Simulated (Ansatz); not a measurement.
**C2H2O2: single points off equilibrium**

The task here is to estimate one member of a computed series from the others.

Program: Ansatz 0.2.0, Gaussian basis. Level of theory: single points in def2-TZVPP. These are calculated values, not measurements.

Correlated methods freeze the cores.

## The system as given

6 atoms, charge 0, spin multiplicity 1.

Atoms are counted from 1 here; the program's logs count them from 0.

Bond lengths: O1–C2 1.127 Å, C2–C3 1.536 Å, C2–O4 1.404 Å, C3–O4 1.545 Å, C3–H5 0.946 Å, C3–H6 1.004 Å. Angles: O1–C2–C3 153.6°, O1–C2–O4 142.4°, C3–C2–O4 63.2°, C2–C3–O4 54.2°, C2–C3–H5 123.1°, C2–C3–H6 110.0°, O4–C3–H5 114.6°, O4–C3–H6 94.7°, H5–C3–H6 126.9°, C2–O4–C3 62.5°.

Coordinates:

```xyz
6
C2H2O2
O    -0.6773   -1.6851    0.7466
C    -0.4036   -0.7385    0.2003
C     0.3793    0.5710    0.0231
O    -0.4936   -0.1126   -1.0534
H     1.3030    0.5969   -0.1779
H    -0.2348    1.3567    0.1410
```

The first run:

run/in.yaml

```yaml
crystal:
  periodic: [false, false, false]
  atoms:
    - {symbol: O, position_ang: [-0.677300, -1.685100, 0.746600]}
    - {symbol: C, position_ang: [-0.403600, -0.738500, 0.200300]}
    - {symbol: C, position_ang: [0.379300, 0.571000, 0.023100]}
    - {symbol: O, position_ang: [-0.493600, -0.112600, -1.053400]}
    - {symbol: H, position_ang: [1.303000, 0.596900, -0.177900]}
    - {symbol: H, position_ang: [-0.234800, 1.356700, 0.141000]}
basis:
  gaussian: {orbitals: def2-TZVPP}
correlation: {method: ccsd_t}
output: {forces: true}
```

The command line of these runs was not kept.

Steps of the session up to this table: CCSD(T)/def2-TZVPP; PBE0-D4/def2-TZVPP; wB97M-V/def2-TZVPP; r2SCAN-D4/def2-TZVPP; PBE-D4/def2-TZVPP; LC-wPBE/def2-TZVPP; CAM-B3LYP-D4/def2-TZVPP.

One table of the session follows, with a row left open; its other results are not shown here.

| method | RMS force component (eV/Å) | angle to CCSD(T) forces (°) | dipole (D) |
| --- | --- | --- | --- |
| CCSD(T) | 3.885 | reference | 2.59 |
| PBE0-D4 | ? | ? | ? |
| wB97M-V | 3.811 | 4.0 | 2.67 |
| r2SCAN-D4 | 3.842 | 1.7 | 2.57 |
| PBE-D4 | 3.954 | 2.4 | 2.47 |
| LC-wPBE | 3.957 | 7.0 | 2.71 |
| CAM-B3LYP-D4 | 3.791 | 5.5 | 2.74 |

Q: Estimate the row for PBE0-D4 from the others.

As computed: RMS force component (eV/Å): 3.879; angle to CCSD(T) forces (°): 5.1; dipole (D): 2.63. In the column «RMS force component (eV/Å)» it lies between r2SCAN-D4 (3.842) and CCSD(T) (3.885).
